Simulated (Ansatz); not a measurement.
Compare A (`CC(O)CN`) with its isomer B (`CNC(C)O`).

Isolated molecules relaxed with PBE0-D4/def2-TZVP in Ansatz; ΔE leaves out vibrations. CCSD(T)/CBS is the MP2 limit (def2-TZVPP, def2-QZVPP) plus CCSD(T) − MP2 in def2-TZVPP, frozen cores. DFT in def2-TZVPP. B3LYP here is the variant with VWN-RPA as its local correlation; programs differ in this. Each species was taken in one conformer, which may not be the lowest.

A:

```xyz
14

C     0.9190    0.8033   -1.3505
C     0.5630    0.2956    0.0253
O     0.3015    1.3961    0.8634
C    -0.6507   -0.6226    0.0079
N    -1.0278   -0.9325    1.3807
H     1.1586   -0.0245   -2.0225
H     1.7847    1.4654   -1.2974
H     0.0838    1.3688   -1.7715
H     1.4178   -0.2800    0.4247
H    -0.2233    1.0303    1.5914
H    -1.4805   -0.0810   -0.4564
H    -0.4407   -1.5063   -0.6112
H    -1.9789   -1.2672    1.4421
H    -0.4265   -1.6454    1.7742
```

B:

```xyz
14

C     1.0611   -0.6792   -1.1868
N     0.3827   -0.9307    0.0684
C    -0.7445   -0.0661    0.3480
C    -0.3182    1.3833    0.4595
O    -1.3574   -0.5224    1.5273
H     1.7724   -1.4844   -1.3766
H     0.3840   -0.6110   -2.0541
H     1.6312    0.2502   -1.1335
H     0.0373   -1.8832    0.0854
H    -1.5322   -0.1500   -0.4199
H    -1.1680    1.9810    0.7911
H     0.0268    1.7819   -0.4965
H     0.4927    1.4797    1.1873
H    -0.6679   -0.5490    2.2004
```

(1) Which is lower in electronic energy at CCSD(T)/CBS, and by how much? (An estimate is asked.)

(2) Give E(B) − E(A) in kcal/mol with B3LYP, ωB97M-V, PBE-D4, HF/def2-TZVPP, B2PLYP, CCSD/def2-TZVPP, CCSD(T)/def2-TZVPP. (Estimate.)

Largest T1 diagnostic: 0.010.

Answers

(1) Computed: A, by 5.5 kcal/mol.

(2) Computed: B3LYP 4.8, ωB97M-V 5.2, PBE-D4 5.1, HF/def2-TZVPP 4.0, B2PLYP 5.0, CCSD/def2-TZVPP 5.1, CCSD(T)/def2-TZVPP 5.2. None reverses the order clearly.

In def2-TZVPP, CCSD(T) changes the Hartree–Fock value by +1.1 kcal/mol (the triples alone add +0.0 kcal/mol) and MP2 by +1.5 kcal/mol.
